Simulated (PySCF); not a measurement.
# S₂F₂: relaxation and vibrations of the singlet

The task is one start of a wider search on S₂F₂: the singlet, from a trigonal pyramidal start. It is relaxed, tested by its Hessian and followed downhill if it is a saddle.

Program: PySCF 2.14.0. Level of theory: PBE0, basis S def2-TZVP, F def2-TZVP, no relativity, density fitting. These are calculated values, not measurements.

## (1) Where the work starts

4 atoms, charge 0, spin multiplicity 1.

Bond lengths: S1–S2 1.880 Å, S1–F3 1.670 Å, S1–F4 1.670 Å. Angles: S2–S1–F3 99.8°, S2–S1–F4 99.8°, F3–S1–F4 99.8°.

```xyz
4
charge 0 multiplicity 1
S     0.0000   -0.6199    0.0000
S     1.1739    0.8487    0.0000
F    -0.9877   -0.1925   -1.2770
F    -0.9877   -0.1925    1.2770
```

## (2) Finding the electronic state

The steps below are one call of a driver around PySCF. For each, scf.py gives the equivalent set-up of the SCF; relaxations use the driver's own optimiser. After this first run the driver tries any further starts and a stability analysis.

The input, scf.py:

```python
from pyscf import gto, scf, dft
mol = gto.M(atom='''
S     -0.000000    -0.619870    -0.000010
S      1.173850     0.848690    -0.000010
F     -0.987710    -0.192540    -1.276970
F     -0.987740    -0.192540     1.277000''',
    basis={'S': 'def2-TZVP', 'F': 'def2-TZVP'},
    charge=0, spin=0)
mf = dft.RKS(mol, xc='PBE0')
mf.grids.atom_grid = (50, 194)
aux = {'S': 'def2-universal-JKFIT', 'F': 'def2-universal-JKFIT'}
mf = mf.density_fit(auxbasis=aux)
mf.conv_tol = 1e-08
mf.diis_space = 10
mf.max_cycle = 60
mf.init_guess = 'minao'
mf.verbose = 4
mf.kernel()
```

Launch:

```
$ OMP_NUM_THREADS=4 python axn.py task.json out
```

After this run come: Relaxing the singlet from the trigonal pyramidal start; Is it a minimum? Harmonic modes.

Before running it: what results should come out? Wanted: minimum; geometry; wavenumbers; dipole moment; highest occupied, lowest empty level; polar-tensor charge of S1; zero-point energy; atomisation energy.

The runs gave:

```
                                 quantity                                                          value
                                  minimum                                                    singlet, Cs
                                 geometry  S–F 1.606 Å (×2), S–S 1.859 Å; F–S–F 92.0°, F–S–S 107.9° (×2)
                       wavenumbers (cm⁻¹)   275 (a''), 338 (a'), 418 (a'), 713 (a''), 745 (a'), 779 (a')
                            dipole moment                                                         0.96 D
     highest occupied, lowest empty level                                                -8.12, -2.15 eV
                polar-tensor charge of S1                                                        +1.62 e
                        zero-point energy                                                    19.5 kJ/mol
                      entropy at 298.15 K                                                292.3 J/(mol K)
atomisation energy (no zero-point energy)                                                    1045 kJ/mol
```

The trigonal pyramidal start keeps its Cs symmetry and ends in a minimum. In the infrared the band at 779 cm⁻¹ (a', stretch) leads. Other starts or spin states, not run here, may lie lower.
